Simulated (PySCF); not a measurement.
Below is a simulated gas-phase N 1s photoelectron spectrum of 2-cyanoacetamide (`N#CCC(N)=O`).

Every computed line was given a Gaussian of 0.6 eV full width at half maximum and an area set by the number of equivalent atoms; the highest printed point is 100. Theory: PySCF 2.14.0, delta-SCF UKS SCAN, pcX-2 on the ionised atom, pcseg-1 elsewhere, spin-free X2C.

| binding energy (eV) | intensity |
| --- | --- |
| 404.6 | 0 |
| 404.7 | 1 |
| 404.8 | 3 |
| 404.9 | 8 |
| 405.0 | 19 |
| 405.1 | 36 |
| 405.2 | 58 |
| 405.3 | 81 |
| 405.4 | 97 |
| 405.5 | 99 |
| 405.6 | 87 |
| 405.7 | 66 |
| 405.8 | 43 |
| 405.9 | 24 |
| 406.0 | 14 |
| 406.1 | 12 |
| 406.2 | 18 |
| 406.3 | 33 |
| 406.4 | 54 |
| 406.5 | 78 |
| 406.6 | 95 |
| 406.7 | 100 |
| 406.8 | 90 |
| 406.9 | 70 |
| 407.0 | 46 |
| 407.1 | 26 |
| 407.2 | 13 |
| 407.3 | 5 |
| 407.4 | 2 |
| 407.5 | 1 |

Problem. Count the maxima, the lines and the sites behind this envelope.

Solution. The curve has 2 maxima (at 405.5 and 406.7 eV). Under it lie 2 lines from 2 inequivalent nitrogen sites.

Problem. Decompose the envelope and assign each component. Numbering: `[N:1]#[C:2][CH2:3][C:4]([NH2:5])=[O:6]`.

Solution. 
| position (eV) | relative area | line | atoms | environment |
| --- | --- | --- | --- | --- |
| 405.47 | 1 | N 1s | N1 | nitrile nitrogen |
| 406.68 | 1 | N 1s | N5 | amide nitrogen |

Problem. What are the centre and the root-mean-square width of the whole band?

Solution. The area-weighted mean of the lines is 406.07 eV. Their own spread about it is 0.61 eV (rms) and each Gaussian has σ = 0.6/2.355 = 0.25 eV; the variances add, which gives 0.66 eV.

Problem. Above which line width would these two lines show one maximum?

Solution. Two equal Gaussians merge once their distance is under 2σ = FWHM/1.177. With 1.22 eV between them that is a full width over 1.44 eV.

Lowest listed N 1s: N1, bonded to C (triple bond). Highest, 1.21 eV above it: N5, bonded to C and 2 H.

No satellites, vibrations or lifetime broadening are included. One conformer (not necessarily the lowest) at the GFN2-xTB geometry, without solvent, vibrations or thermal averaging.

The run took 32 s of wall time on one thread of an Arm Neoverse V2, on a shared host.

The values belong to the conformer `[N:1]#[C:2][CH2:3][C:4]([NH2:5])=[O:6]`: C2–C3–C4–N5 -31°, H–N5–C4–C3 8°, H–N5–C4–C3 179°.
